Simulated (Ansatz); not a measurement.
**Two structures, one formula**

The two ends of one reaction step of CH7FSi, closed shell (PBE0-D4/def2-TZVP).

A:

```xyz
10
angstrom
Si -0.9038 0.0239 -0.5107
F 2.3576 1.2930 -0.5605
H -0.8866 -0.8299 -1.7255
H -2.3090 0.3633 -0.1685
C -0.0042 -0.7700 0.9159
H 1.4465 1.4004 -0.7010
H -0.2445 1.3202 -0.8829
H -0.0201 -0.1204 1.7937
H -0.4744 -1.7184 1.1846
H 1.0384 -0.9621 0.6549
```

B:

Si1  (-0.393, -0.740, -0.937)
F2  (0.025, 0.664, -1.595)
H3  (0.436, -1.790, -1.582)
H4  (-1.826, -0.964, -1.258)
C5  (-0.106, -0.672, 0.892)
H6  (0.898, 2.550, 0.030)
H7  (1.111, 2.944, 0.628)
H8  (-0.702, 0.119, 1.354)
H9  (-0.390, -1.624, 1.350)
H10  (0.946, -0.486, 1.118)
(Å)

Ansatz 0.2.0; basis: def2-TZVPP; cores frozen in the correlated methods. B3LYP uses VWN-RPA correlation.

Q: Which structure is lower at CCSD(T), and by how much? (Judge from chemistry; the value comes from the calculation.)

A: By the calculation: B, by 1.107 eV (electronic energy, against the other). By their contacts, A is a complex of CH₆Si ([CH3][SiH3]) + HF and B is a complex of CH₅FSi ([CH3][SiH2][F]) + H₂.

All methods give the same order:

```json
{"method": "SPW92", "E(B) − E(A) (eV)": "-0.924"}
{"method": "PBE-D4", "E(B) − E(A) (eV)": "-1.004"}
{"method": "BLYP-D4", "E(B) − E(A) (eV)": "-1.125"}
{"method": "r2SCAN-D4", "E(B) − E(A) (eV)": "-1.154"}
{"method": "B97M-V", "E(B) − E(A) (eV)": "-1.148"}
{"method": "PBE0-D4", "E(B) − E(A) (eV)": "-1.020"}
{"method": "B3LYP-D4", "E(B) − E(A) (eV)": "-1.130"}
{"method": "r2SCAN0-D4", "E(B) − E(A) (eV)": "-1.131"}
{"method": "BHLYP-D4", "E(B) − E(A) (eV)": "-1.167"}
{"method": "CAM-B3LYP-D4", "E(B) − E(A) (eV)": "-1.150"}
{"method": "wB97X-V", "E(B) − E(A) (eV)": "-1.127"}
{"method": "wB97M-V", "E(B) − E(A) (eV)": "-1.136"}
{"method": "B2PLYP", "E(B) − E(A) (eV)": "-1.154"}
{"method": "PBE-QIDH", "E(B) − E(A) (eV)": "-1.086"}
{"method": "RPA on PBE", "E(B) − E(A) (eV)": "-1.120"}
{"method": "HF", "E(B) − E(A) (eV)": "-1.233"}
{"method": "MP2", "E(B) − E(A) (eV)": "-1.158"}
{"method": "CCSD", "E(B) − E(A) (eV)": "-1.112"}
{"method": "CCSD(T)", "E(B) − E(A) (eV)": "-1.107"}
```

T1 diagnostic: at most 0.011.

Labels in which every atom is bracketed show which atoms are joined, not bond orders.

For scale, one of the runs: CCSD(T)/def2-TZVPP, 202 basis functions, launched by `ansatz run in.yaml --threads 2 --pin off --events-out ev --progress --plain --max-ram 4352MiB`. Time: 51 s of wall clock on 2 CPU threads; the host was shared. Peak host memory: 2.5 GiB.
